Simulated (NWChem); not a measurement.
## Atomisation of chlorine (Cl$_{2}$)

```
Cl
Cl 1 2.0255
```
Charge 0, spin multiplicity 1.

The numbers come from NWChem runs, not from measurements. Structure: optimised with PBE0/def2-SVP, a minimum by its harmonic frequencies.

Basis set: def2-TZVP. The atomisation energy is electronic alone: no zero-point, thermal, spin-orbit or counterpoise terms. No value is extrapolated to the basis-set limit. Free atoms are single determinants with multiplicities Cl 2. Correlated methods freeze the same cores in atoms and molecule, 10 orbitals in all.

B3LYP has NWChem's definition, with VWN1-RPA local correlation. The stability of the SCF solutions was not checked. Open-shell Hartree-Fock references start from PBE0 orbitals. No row is a measurement; the coupled-cluster row has its own basis-set and correlation limits.

| method | atomisation energy (kcal/mol) |
|---|---|
| BP86 | ___ |
| HF | 17.8 |
| MP2 | ___ |
| PBE0 | 58.9 |
| PBE | ___ |
| CCSD(T) | 52.6 |
| TPSS | 61.0 |
| M06-2X | 59.1 |
| B3LYP | ___ |

### Question
Some entries are withheld; supply them.

### Answer

- BP86, atomisation energy (kcal/mol): 63.9
- MP2, atomisation energy (kcal/mol): 57.1
- PBE, atomisation energy (kcal/mol): 65.4
- B3LYP, atomisation energy (kcal/mol): 55.2
